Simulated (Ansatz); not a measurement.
**[BH4]− (SMILES [H][B-]([H])([H])[H]) at revPBE/6-31G**

What is the energy change on altering one bond length of [BH4]− at revPBE/6-31G? 

Program for the calculation: Ansatz 0.2.0.

## Step 1: The structure to begin with

[BH4]−: 5 atoms, total charge -1, spin state singlet. As SMILES, `[H][B-]([H])([H])[H]`. Geometry: relaxed at GFN2-xTB.

Bond lengths: B1–H2 1.229 Å, B1–H3 1.229 Å, B1–H4 1.229 Å, B1–H5 1.229 Å. Angles: H2–B1–H3 109.5°, H2–B1–H4 109.5°, H2–B1–H5 109.5°, H3–B1–H4 109.5°, H3–B1–H5 109.5°, H4–B1–H5 109.5°.

## Step 2: A single-point energy at revPBE/6-31G

input.yaml reads:

```yaml
crystal:
  periodic: [false, false, false]
  atoms:
    - {symbol: B, position_ang: [0.000000, -0.000190, -0.000050]}
    - {symbol: H, position_ang: [0.011880, -0.020580, 1.229120]}
    - {symbol: H, position_ang: [1.154650, 0.011840, -0.420810]}
    - {symbol: H, position_ang: [-0.587600, 1.007810, -0.387560]}
    - {symbol: H, position_ang: [-0.578930, -0.998880, -0.420690]}
basis:
  gaussian:
    orbitals: 6-31G
total_charge: -1
hamiltonian:
  xc: {name: revPBE}
accuracy: high
```

On the command line:

```console
ansatz run input.yaml --threads 1 --pin off --max-ram 2610MiB --events-out events.jsonl --progress --plain --runs-dir runs
```

The program printed:

```text
Warning: RAYON_NUM_THREADS=1 ignored (pool sized by the plan → 1); use --threads N
Functional definition: revPBE
  name "revPBE"
  parameter kappa = 1.245
  parameter beta = 0.06672455060314922
  exchange = pbe_x(kappa = kappa, mu = beta*pi^2/3)
  correlation = pbe_c(beta = beta)
413 factors; integrals over basis functions are off by at most 2.7e-9 eV
mean field evaluation 1: about -740.4098 eV, gradient 8.4e0 eV
mean field evaluation 2: about -740.4760 eV, gradient 7.8e0 eV
mean field evaluation 4: about -740.6879 eV, gradient 3.5e-3 eV
mean field evaluation 8: about -740.6789 eV, gradient 1.6e-4 eV
mean field -740.67889265 eV, -27.2194472546 hartree, gradient 7.9e-9 eV, S^2 0.000000; 0 other end points of the search recorded, 0 dependent functions left out
reference -740.67889500 eV, -27.2194473412 hartree; 5, 5 occupied and 12, 12 virtual orbitals, 413 factors
Total energy: -740.67889500 eV, -27.2194473412 hartree
```

Wall time 0.54 s (1 thread of Arm Neoverse V2, shared host).

## Step 3: The distorted shape at the same level

job.yaml reads:

```yaml
crystal:
  periodic: [false, false, false]
  atoms:
    - {symbol: B, position_ang: [-0.288635, -0.003197, 0.105130]}
    - {symbol: H, position_ang: [-0.276755, -0.023587, 1.334300]}
    - {symbol: H, position_ang: [1.154650, 0.011840, -0.420810]}
    - {symbol: H, position_ang: [-0.876235, 1.004803, -0.282380]}
    - {symbol: H, position_ang: [-0.867565, -1.001887, -0.315510]}
basis:
  gaussian: {orbitals: 6-31G}
total_charge: -1
hamiltonian: {xc: {name: revPBE}}
accuracy: high
```

On the command line:

```console
ansatz run job.yaml --threads 1 --pin off --max-ram 2610MiB --events-out events.jsonl --progress --plain --runs-dir runs
```

The program printed:

```text
Warning: RAYON_NUM_THREADS=1 ignored (pool sized by the plan → 1); use --threads N
Functional definition: revPBE
  name "revPBE"
  parameter kappa = 1.245
  parameter beta = 0.06672455060314922
  exchange = pbe_x(kappa = kappa, mu = beta*pi^2/3)
  correlation = pbe_c(beta = beta)
414 factors; integrals over basis functions are off by at most 2.4e-9 eV
mean field evaluation 1: about -740.1194 eV, gradient 6.1e0 eV
mean field evaluation 2: about -740.2409 eV, gradient 2.5e0 eV
mean field evaluation 4: about -740.2652 eV, gradient 1.1e-1 eV
mean field evaluation 8: about -740.2546 eV, gradient 9.8e-5 eV
mean field -740.25457712 eV, -27.2038539466 hartree, gradient 4.4e-9 eV, S^2 0.000000; 0 other end points of the search recorded, 0 dependent functions left out
reference -740.25457952 eV, -27.2038540349 hartree; 5, 5 occupied and 12, 12 virtual orbitals, 414 factors
Total energy: -740.25457952 eV, -27.2038540349 hartree
```

Run time: 0.55 s. Hardware: 1 thread of Arm Neoverse V2, shared host.

## Step 4: Summary of results

At revPBE/6-31G:

| quantity | value |
| --- | --- |
| first shape: total energy | -27.21945 Eh |
| distorted shape: total energy | -27.20385 Eh |
| energy change with the B1–H3 bond stretched from 1.229 to 1.536 Å | 0.424 eV |

What this shows: With the B1–H3 bond stretched from 1.229 to 1.536 Å the energy rises by 0.42 eV (40.9 kJ/mol). The first shape isn't relaxed at this level, so the change isn't measured from a minimum.
